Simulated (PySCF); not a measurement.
Reaction (SMILES): C (CH4) → [CH3-] + H+
B3LYP-D3(BJ)/def2-TZVP geometries, fixed; electronic energies without zero-point terms.

Effect of the auxiliary basis of density fitting at r2SCAN/def2-SVP with PySCF, against the last row, where the deprotonation energy is 445.42 kcal/mol.

```json
[
 {"setting": "density fitting: autoaux", "fitting functions, largest species": "191", "largest shift of a total energy (mEh)": "-0.008", "shift of the deprotonation energy (kcal/mol)": "-0.001"},
 {"setting": "density fitting: def2-universal-jkfit", "fitting functions, largest species": "147", "largest shift of a total energy (mEh)": "-0.048", "shift of the deprotonation energy (kcal/mol)": "-0.007"},
 {"setting": "density fitting: cc-pvtz-jkfit", "fitting functions, largest species": "199", "largest shift of a total energy (mEh)": "-0.050", "shift of the deprotonation energy (kcal/mol)": "-0.013"},
 {"setting": "density fitting: cc-pvqz-jkfit", "fitting functions, largest species": "310", "largest shift of a total energy (mEh)": "-0.028", "shift of the deprotonation energy (kcal/mol)": "-0.010"},
 {"setting": "density fitting: weigend", "fitting functions, largest species": "93", "largest shift of a total energy (mEh)": "-0.099", "shift of the deprotonation energy (kcal/mol)": "0.015"},
 {"setting": "density fitting: none", "fitting functions, largest species": "-", "largest shift of a total energy (mEh)": "0.000", "shift of the deprotonation energy (kcal/mol)": "0.000"}
]
```

Within 0.02 kcal/mol in the deprotonation energy: density fitting: autoaux; density fitting: def2-universal-jkfit; density fitting: cc-pvtz-jkfit; density fitting: cc-pvqz-jkfit; density fitting: weigend. The largest shift is 0.099 mEh in a total energy and 0.015 kcal/mol in the difference.
